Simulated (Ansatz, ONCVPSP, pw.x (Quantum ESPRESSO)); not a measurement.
**hafnium (Hf): one change to the ONCV potential, in the atom and in the fcc crystal**

```json
{
  "Element": "hafnium",
  "Generator": "ONCVPSP 4.0.1.1 (patched build)",
  "Type": "optimised norm-conserving Vanderbilt (ONCV)",
  "Functional": "LDA (Perdew-Wang 92)",
  "Relativity": "scalar-relativistic",
  "Frozen core": "[Kr] 4d10 4f14",
  "Valence charge": "12",
  "Reference configuration": "5s2 5p6 5d2 6s1.75 (charge +0.25)",
  "Partial waves": "5s+6s: rc 1.85 bohr, ncon 3, nbas 7, qcut 5.3 1/bohr, 3 projectors, debl 0.6 Ha; 5p: rc 2.20 bohr, ncon 4, nbas 8, qcut 5 1/bohr, 2 projectors, debl 3.7 Ha; 5d: rc 3.20 bohr, ncon 4, nbas 8, qcut 5.3 1/bohr, 2 projectors, debl 1.1 Ha",
  "Local potential": "polynomial inside 1.55 bohr (lpopt 4, dvloc0 -1 Ha)",
  "Core correction": "Teter function, fcfact 2.5, rcfact 1.1"
}
```

Change: local potential polynomial inside 1.80 bohr (lpopt 4, dvloc0 -1 Ha).

Cutoffs, loose and tight: the cutoffs (Ha) at which the residual kinetic energy of the hardest occupied pseudo-wave falls to 1 and 0.1 mHa per electron. They do not see the model core or the augmentation charge, which bear on the density cutoff. Test errors are all-electron minus pseudo excitation energies from the reference, over the configurations 5s2 5p6 5d2 6s2; 5s2 5p6 5d2 6s1; 5s2 5p6 5d2 6s0; 5s2 5p6 5d2 6s0 6p2; variants that change the core or the reference have their own tests.

Crystal test: fcc Hf in pw.x 7.5, no spin, 13³ k-points, Fermi–Dirac smearing 0.01 Ry, cutoffs set for each file from its atomic test. The reference is all-electron LAPW (Ansatz 0.2.0) with the same functional, mesh and smearing; V0 and B0 come from Birch–Murnaghan fits to the pressures at five volumes. Errors are pseudo minus all-electron; Δ is the rms difference of the E(V) curves that follow from these fits, minima aligned, over ±6 % about the mean V0. Mesh and smearing are coarse, so the numbers serve the comparison and aren't converged zero-temperature values; the lattice is a test structure that the element need not adopt.

All-electron: a0 = 4.367 Å (V0 = 20.82 Å³/atom), B0 = 114.6 GPa.

Question: Does the change bring the crystal closer to the all-electron result?

Answer: The mean pressure error goes from -3.26 to -5.33 GPa, so the change moves the solid further from the all-electron pressures. The B0 error goes the other way, from -4.4 to +0.4 %.

```tsv
quantity	base	changed
outcome (atom)	generated	generated
cutoff, loose (atom)	10 Ha	10 Ha
cutoff, tight (atom)	14 Ha	14 Ha
bound ghosts (atom)	none	none
largest test error (meV) (atom)	+5.2	+335
cutoffs in pw.x (Ry)	50/200	50/200
a0 (Å)	4.323	4.296
a0 error (%)	-1.00	-1.62
B0 error (%)	-4.4	+0.4
Δ (meV/atom)	15.3	25.0
mean pressure error (GPa)	-3.26	-5.33
```

Base: The largest radius (3.20 bohr) exceeds half the bond length (2.91 bohr), so the spheres overlap, which is one possible source of error among others. This is a poor potential for the solid. Changed file: The largest radius (3.20 bohr) exceeds half the bond length (2.91 bohr), so the spheres overlap, which is one possible source of error among others. This is a poor potential for the solid.
